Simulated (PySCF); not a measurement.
## Bonding in 2,2,2-trifluoroethanol

2,2,2-trifluoroethanol, C2H3F3O.
Numbering: `[OH:1][CH2:2][C:3]([F:4])([F:5])[F:6]` (hydrogens: H7 on O1; H8, H9 on C2)

Cartesian coordinates in Å at the GFN2-xTB level; atoms count from 1:
```xyz
9
C2H3F3O angstrom
O     -1.583   -0.264    0.191
C     -0.420    0.482    0.353
C      0.818   -0.277   -0.134
F      0.685   -0.631   -1.426
F      1.921    0.478   -0.049
F      1.051   -1.398    0.551
H     -1.703   -0.496   -0.740
H     -0.307    0.676    1.422
H     -0.449    1.437   -0.193
```

Bond orders from the PBE0/pcSseg-1 density (PySCF). Geometry: GFN2-xTB, one conformer, isolated molecule.

Question: How far do the computed orders between heavy atoms stray from the drawn ones?

Answer: The largest departure is 0.022, at C3–F6 (drawn single, 1.022) and O1–C2 (drawn single, 0.979).

Question: Give the Mayer order of every bond, beside its length.

Answer: 
```
 bond  drawn as  length (Å)  Mayer order
O1–C2    single       1.391        0.979
C2–C3    single       1.532        0.986
C3–F4    single       1.346        0.988
C3–F5    single       1.340        1.002
C3–F6    single       1.334        1.022
O1–H7    single       0.966        0.942
C2–H8    single       1.093        0.934
C2–H9    single       1.100        0.934
```

Bonds between the same two heavy elements. C–F: lowest C3–F4 (0.988, 1.346 Å), highest C3–F6 (1.022, 1.334 Å).

Question: Sum the orders of all bonds at each heavy atom with more than one neighbour and set the sums beside the valence in the SMILES.

Answer: O1 1.921 (drawn 2), C2 3.833 (drawn 4), C3 3.998 (drawn 4). Orders between atoms that aren't bonded are not in these sums.

For a closed shell the Mayer order of atoms A and B is Σ (PS)μν (PS)νμ over the basis functions μ on A and ν on B, with P the density and S the overlap matrix.

These values come from a run that also computed NMR shieldings. Hardware: one thread, x86-64 server, no GPU, on a shared host. Cost: 6.5 s.
